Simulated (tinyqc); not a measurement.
Inside a calculation. Method: RHF in the sto-6g basis, for H3O+, spin multiplicity 1. One step of it, computed by the program tinyqc.

Question. Iteration 2: diagonalisation and new density. Diagonalise F' = X^T F X, C = X C', fill 5 alpha and 5 beta electrons from the bottom; D = 2 C_occ C_occ^T; the new density keeps 0.5 of the old one (damping). Each column has its largest component positive (the first on a tie).

Fock matrix F (hartree):
```
             1O 1s      1O 2s     1O 2px     1O 2py     1O 2pz      2H 1s      3H 1s      4H 1s
1O 1s   -22.881021  -5.320537  -0.000990   0.000000   0.011210  -1.230879  -1.230791  -1.230791
1O 2s    -5.320537  -3.233176  -0.006746   0.000000   0.029677  -1.218241  -1.217610  -1.217610
1O 2px   -0.000990  -0.006746  -1.701289   0.000000   0.000253  -0.664618   0.330038   0.330038
1O 2py    0.000000   0.000000   0.000000  -1.377235   0.000000   0.000000  -0.519821   0.519821
1O 2pz    0.011210   0.029677   0.000253   0.000000  -1.572834   0.145743   0.146248   0.146248
2H 1s    -1.230879  -1.218241  -0.664618   0.000000   0.145743  -0.951645  -0.415525  -0.415525
3H 1s    -1.230791  -1.217610   0.330038  -0.519821   0.146248  -0.415525  -0.953038  -0.423806
4H 1s    -1.230791  -1.217610   0.330038   0.519821   0.146248  -0.415525  -0.423806  -0.953038
```

X:
```
            1O 1s      1O 2s     1O 2px     1O 2py     1O 2pz      2H 1s      3H 1s      4H 1s
1O 1s    1.023571  -0.145384   0.000000   0.000000   0.004376   0.018460   0.018467   0.018467
1O 2s   -0.145384   1.321028  -0.000030   0.000000  -0.051164  -0.270261  -0.270479  -0.270479
1O 2px   0.000000  -0.000030   1.121044   0.000000   0.000008  -0.271643   0.135802   0.135802
1O 2py   0.000000   0.000000   0.000000   1.121222   0.000000   0.000000  -0.235424   0.235424
1O 2pz   0.004376  -0.051164   0.000008   0.000000   1.008721   0.046208   0.046255   0.046255
2H 1s    0.018460  -0.270261  -0.271643   0.000000   0.046208   1.200805  -0.067817  -0.067817
3H 1s    0.018467  -0.270479   0.135802  -0.235424   0.046255  -0.067817   1.200989  -0.067794
4H 1s    0.018467  -0.270479   0.135802   0.235424   0.046255  -0.067817  -0.067794   1.200989
```

D after iteration 1:
```
            1O 1s      1O 2s     1O 2px     1O 2py     1O 2pz      2H 1s      3H 1s      4H 1s
1O 1s    1.069245  -0.344724  -0.000087   0.000000  -0.024853   0.065321   0.065266   0.065266
1O 2s   -0.344724   1.895459   0.000730   0.000000   0.048785  -0.585588  -0.585976  -0.585976
1O 2px  -0.000087   0.000730   2.529477   0.000000  -0.000220  -0.819018   0.408277   0.408277
1O 2py   0.000000   0.000000   0.000000   1.268294   0.000000   0.000000  -0.453770   0.453770
1O 2pz  -0.024853   0.048785  -0.000220   0.000000   1.989309   0.103630   0.103295   0.103295
2H 1s    0.065321  -0.585588  -0.819018   0.000000   0.103630   1.612708  -0.144421  -0.144421
3H 1s    0.065266  -0.585976   0.408277  -0.453770   0.103295  -0.144421   1.567622  -0.099278
4H 1s    0.065266  -0.585976   0.408277   0.453770   0.103295  -0.144421  -0.099278   1.567622
```

overlap S:
```
           1O 1s     1O 2s     1O 2px     1O 2py     1O 2pz      2H 1s      3H 1s      4H 1s
1O 1s   1.000000  0.231145   0.000000   0.000000   0.000000   0.053025   0.053061   0.053061
1O 2s   0.231145  1.000000   0.000000   0.000000   0.000000   0.464214   0.464402   0.464402
1O 2px  0.000000  0.000000   1.000000   0.000000   0.000000   0.377404  -0.188611  -0.188611
1O 2py  0.000000  0.000000   0.000000   1.000000   0.000000   0.000000   0.327005  -0.327005
1O 2pz  0.000000  0.000000   0.000000   0.000000   1.000000  -0.080618  -0.080664  -0.080664
2H 1s   0.053025  0.464214   0.377404   0.000000  -0.080618   1.000000   0.205071   0.205071
3H 1s   0.053061  0.464402  -0.188611   0.327005  -0.080664   0.205071   1.000000   0.204964
4H 1s   0.053061  0.464402  -0.188611  -0.327005  -0.080664   0.205071   0.204964   1.000000
```

Give: F' = X^T F X; orbital energies; coefficients C; D after iteration 2.

Answer.

F' = X^T F X (hartree):
```
          1        2        3        4        5        6        7        8
1  -22.5789  -2.4556   0.0000   0.0000   0.0124  -0.2436  -0.2432  -0.2432
2   -2.4556  -2.1507  -0.0075   0.0000  -0.0161  -0.3878  -0.3861  -0.3861
3    0.0000  -0.0075  -1.5920   0.0000   0.0004  -0.3132   0.1556   0.1556
4    0.0000   0.0000   0.0000  -1.2412   0.0000   0.0000  -0.2755   0.2755
5    0.0124  -0.0161   0.0004   0.0000  -1.5647   0.0563   0.0564   0.0564
6   -0.2436  -0.3878  -0.3132   0.0000   0.0563  -0.4457  -0.0793  -0.0793
7   -0.2432  -0.3861   0.1556  -0.2755   0.0564  -0.0793  -0.4609  -0.0774
8   -0.2432  -0.3861   0.1556   0.2755   0.0564  -0.0793  -0.0774  -0.4609
```

orbital energies (hartree): MO1 -22.8811, MO2 -2.1116, MO3 -1.7020, MO4 -1.5715, MO5 -1.3917, MO6 -0.3438, MO7 -0.2604, MO8 -0.2330

coefficients C:
```
            MO1      MO2      MO3      MO4      MO5      MO6      MO7      MO8
1O 1s    0.9996  -0.2419   0.0036  -0.0129   0.0000  -0.1088   0.0069   0.0000
1O 2s    0.0015   1.0527  -0.0148   0.0631   0.0000   0.9339  -0.0605   0.0000
1O 2px   0.0000   0.0172   0.9853  -0.0013   0.0000  -0.0445  -0.6280   0.0000
1O 2py   0.0000   0.0000   0.0000   0.0000   0.9258   0.0000   0.0000  -0.7147
1O 2pz  -0.0005  -0.0555   0.0015   0.9968   0.0000  -0.1726   0.0110   0.0000
2H 1s    0.0001  -0.0200   0.0238  -0.0073   0.0000  -0.6004   1.1131   0.0000
3H 1s    0.0000  -0.0180  -0.0141  -0.0079   0.1038  -0.7077  -0.4892   0.9217
4H 1s    0.0000  -0.0180  -0.0141  -0.0079  -0.1038  -0.7077  -0.4892  -0.9217
```

D after iteration 2:
```
          1O 1s    1O 2s   1O 2px   1O 2py   1O 2pz    2H 1s    3H 1s    4H 1s
1O 1s    1.5926  -0.4264  -0.0006   0.0000  -0.0124   0.0377   0.0371   0.0371
1O 2s   -0.4264   2.0601   0.0038   0.0000   0.0289  -0.3146  -0.3122  -0.3122
1O 2px  -0.0006   0.0038   2.2358   0.0000  -0.0009  -0.3864   0.1900   0.1900
1O 2py   0.0000   0.0000   0.0000   1.4913   0.0000   0.0000  -0.1308   0.1308
1O 2pz  -0.0124   0.0289  -0.0009   0.0000   1.9913   0.0457   0.0448   0.0448
2H 1s    0.0377  -0.3146  -0.3864   0.0000   0.0457   0.8074  -0.0721  -0.0721
3H 1s    0.0371  -0.3122   0.1900  -0.1308   0.0448  -0.0721   0.7952  -0.0598
4H 1s    0.0371  -0.3122   0.1900   0.1308   0.0448  -0.0721  -0.0598   0.7952
```
